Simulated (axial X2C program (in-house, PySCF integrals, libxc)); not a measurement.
**Spin–orbit effects along a row: molecules with F (ions), HF**

Calculated with an in-house all-electron X2C program for linear molecules (integrals from PySCF), spin-free (one-electron X2C) or two-component (2c: spin–orbit coupling with atomic mean-field Coulomb and Gaunt terms, which also bring small scalar terms), in Dyall basis sets with cores contracted in-house; open shells are unrestricted.

Basis sets: Al dyall-v3z, F dyall-av3z, Mg dyall-cv3z, Na dyall-cv3z, P dyall-v3z, S dyall-av3z, Si dyall-v3z.

| molecule | spin-free state | Re (Å) | ωe (cm⁻¹) | De (eV) | 2c state | Re 2c (Å) | ωe 2c (cm⁻¹) | De 2c (eV) |
| --- | --- | --- | --- | --- | --- | --- | --- | --- |
| NaF⁺ | M_S = 1/2, Λ = 1 | 2.479 | 140.7 | 0.03 | Ω = 3/2 | 2.479 | 140.7 | 0.03 |
| MgF⁺ | M_S = 0, Λ = 0 | 1.673 | 888.0 | 2.47 | Ω = 0 | 1.673 | 887.8 | 2.46 |
| AlF⁺ | M_S = 1/2, Λ = 0 | 1.584 | 1005.8 | 2.14 | Ω = 1/2 | 1.585 | 1005.9 | 2.13 |
| SiF⁺ | M_S = 0, Λ = 0 | 1.521 | 1096.3 | 4.79 | Ω = 0 | 1.521 | 1096.3 | 4.78 |
| PF⁺ | M_S = 1/2, Λ = 1 | 1.491 | 1127.1 | 3.25 | Ω = 1/2 | 1.491 | 1126.9 | 3.25 |
| SF⁺ | M_S = 1, Λ = 0 | 1.485 | 1111.5 | 1.54 | Ω = 1 | 1.486 | 1111.2 | 1.53 |

Work out the shifts from the spin-free to the two-component result.



```json
{"molecule": "NaF⁺", "2c state": "Ω = 3/2", "ΔRe (Å)": "0.000", "Δωe (cm⁻¹)": "0.0", "ΔDe (eV)": "0.00"}
{"molecule": "MgF⁺", "2c state": "Ω = 0", "ΔRe (Å)": "0.000", "Δωe (cm⁻¹)": "-0.2", "ΔDe (eV)": "-0.01"}
{"molecule": "AlF⁺", "2c state": "Ω = 1/2", "ΔRe (Å)": "0.001", "Δωe (cm⁻¹)": "0.1", "ΔDe (eV)": "-0.01"}
{"molecule": "SiF⁺", "2c state": "Ω = 0", "ΔRe (Å)": "0.000", "Δωe (cm⁻¹)": "0.0", "ΔDe (eV)": "-0.01"}
{"molecule": "PF⁺", "2c state": "Ω = 1/2", "ΔRe (Å)": "0.000", "Δωe (cm⁻¹)": "-0.2", "ΔDe (eV)": "0.00"}
{"molecule": "SF⁺", "2c state": "Ω = 1", "ΔRe (Å)": "0.001", "Δωe (cm⁻¹)": "-0.3", "ΔDe (eV)": "-0.01"}
```

Shifts of one unit in the last digit are rounding.

Fragments in 2c: Na+ + F, Mg+ + F, Al+ + F, Si+ + F, P+ + F, S+ + F. Each entry is the lowest single determinant of a limited PBE0 search at one distance. De goes to single-determinant-based atoms at the same level (for ions the charge split of lowest energy) and is withheld (n/a) where an atom does not fit its ground term or J level. Main or longest-lived isotopes. One determinant is a doubtful description, or other states lie close, for NaF⁺, SF⁺; these need not be ground states, and all values refer to the states named. Some open-shell Ω = 0 determinants are out of reach, so the Ω given for SF⁺ need not be the lowest component. With several unpaired electrons the Ω given is that of one determinant, not necessarily of the lowest component. Some light 2c atoms are not at their ground J level, so De misses part of their lowering (0.04 eV or less).
